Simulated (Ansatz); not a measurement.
The same path of C₂H₆FPS (11 atoms, charge 0, multiplicity 1) was run twice with different band settings. Lost on the way: C2–H9. Made: S4–H9.

Computed with Ansatz 0.2.0, RKS PBE0/def2-SVP.

Relaxed end points:

```xyz
11
Properties=species:S:1:pos:R:3
C 0.828 -0.908 0.462
C -0.225 0.041 0.970
F -1.466 -0.486 0.736
S -0.113 1.744 0.301
P -0.649 1.578 -1.744
H 0.686 -1.897 0.926
H 1.832 -0.538 0.711
H 0.754 -1.029 -0.629
H -0.121 0.205 2.057
H 0.272 0.572 -2.180
H -1.732 0.661 -1.589
```

```xyz
11
Properties=species:S:1:pos:R:3
C 0.845 -1.231 0.676
C -0.382 -0.491 1.070
F -1.485 -1.269 1.043
S -0.722 1.104 0.571
P -0.564 2.089 -1.719
H 0.958 -2.108 1.332
H 1.743 -0.606 0.781
H 0.799 -1.603 -0.367
H 0.485 1.616 0.880
H 0.196 0.972 -2.194
H -1.808 1.471 -2.053
```

Common settings: spring 5.0 eV/Å²; optimiser quadratic models (default); start path through a guess of the saddle point; force threshold 0.03 eV/Å; iteration limit 60; end points relaxed.

| run | movable images | climbing image |
| --- | --- | --- |
| 1 | 7 | yes |
| 2 | 6 | no |

Question: What does each run give, and how far can it be trusted?

Answer: Run 1: converged after 15 iterations, highest image 3.702 eV above the first end. Neighbouring images differ by up to 1.8 eV, so the band resolves the path poorly. A vibrational analysis at the climbing image gives one clearly imaginary mode, 1104i cm⁻¹: a first-order saddle point.
Run 2: converged after 13 iterations, highest image 3.438 eV above the first end. Neighbouring images differ by up to 2.3 eV, so the band resolves the path poorly. No image climbed, so the highest image needn't sit at the top of the path.
The orbitals stay closed-shell, which can raise the energy where a bond breaks towards radicals; this wasn't checked here.
